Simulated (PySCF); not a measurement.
Level of theory: PBE0 in PySCF with Li def2-TZVPD, F def2-TZVPD; no relativity; density-fitted integrals.

```xyz
3
charge -1 multiplicity 1, angstrom
Li    0.0000    0.0000    0.0000
F     0.0000    0.0000    1.6878
F     0.0000    0.0000   -1.6878
```

[LiF2]- (singlet), along the line from Li1 (at 0) through F2 (at 1.688 Å).

Problem. Tabulate the fields along this line at -0.51, -0.42, -0.34, -0.25, -0.17, -0.08, 0.08, 0.17, 0.25, 0.34, 0.42, 0.51, 0.59, 0.68, 0.76, 0.84, 0.93, 1.01, 1.10, 1.18, 1.27, 1.35, 1.43, 1.52, 1.60, 1.77, 1.86, 1.94, 2.03, 2.11, 2.19, 2.28, 2.36, 2.45, 2.53, 2.62, 2.70 Å.

Solution. 
| distance (Å) | electron density (e/Å³) | electron localisation function | electrostatic potential (V) |
| --- | --- | --- | --- |
| -0.51 | 0.621 | 0.168 | 11.6 |
| -0.42 | 1.21 | 0.743 | 19.4 |
| -0.34 | 2.65 | 0.985 | 33 |
| -0.25 | 6.13 | 0.999 | 60 |
| -0.17 | 14.7 | 1 | 126 |
| -0.08 | 36.5 | 1 | 360 |
| 0.08 | 36.5 | 1 | 360 |
| 0.17 | 14.7 | 1 | 126 |
| 0.25 | 6.13 | 0.999 | 60 |
| 0.34 | 2.65 | 0.985 | 33 |
| 0.42 | 1.21 | 0.743 | 19.4 |
| 0.51 | 0.621 | 0.168 | 11.6 |
| 0.59 | 0.404 | 0.0446 | 6.64 |
| 0.68 | 0.371 | 0.0565 | 3.35 |
| 0.76 | 0.45 | 0.194 | 1.27 |
| 0.84 | 0.627 | 0.51 | 0.329 |
| 0.93 | 0.931 | 0.727 | 0.773 |
| 1.01 | 1.43 | 0.812 | 3.23 |
| 1.10 | 2.25 | 0.845 | 8.94 |
| 1.18 | 3.52 | 0.854 | 20.3 |
| 1.27 | 5.44 | 0.834 | 42 |
| 1.35 | 8.14 | 0.738 | 83.4 |
| 1.43 | 11.5 | 0.379 | 167 |
| 1.52 | 22.5 | 0.139 | 356 |
| 1.60 | 185 | 0.967 | 994 |
| 1.77 | 185 | 0.966 | 993 |
| 1.86 | 22.7 | 0.14 | 355 |
| 1.94 | 11.7 | 0.401 | 165 |
| 2.03 | 8.21 | 0.757 | 82 |
| 2.11 | 5.39 | 0.846 | 40.2 |
| 2.19 | 3.4 | 0.863 | 18.1 |
| 2.28 | 2.11 | 0.855 | 6.09 |
| 2.36 | 1.3 | 0.831 | -0.548 |
| 2.45 | 0.809 | 0.794 | -4.22 |
| 2.53 | 0.514 | 0.744 | -6.21 |
| 2.62 | 0.333 | 0.685 | -7.24 |
| 2.70 | 0.218 | 0.621 | -7.7 |

On a grid of 0.08 Å the density has a local minimum along the bond near 0.68 Å from Li, at 0.37 e/Å³, where the ELF is 0.06.

The lowest empty level of this anion is unbound, so it and the gap depend on the basis.
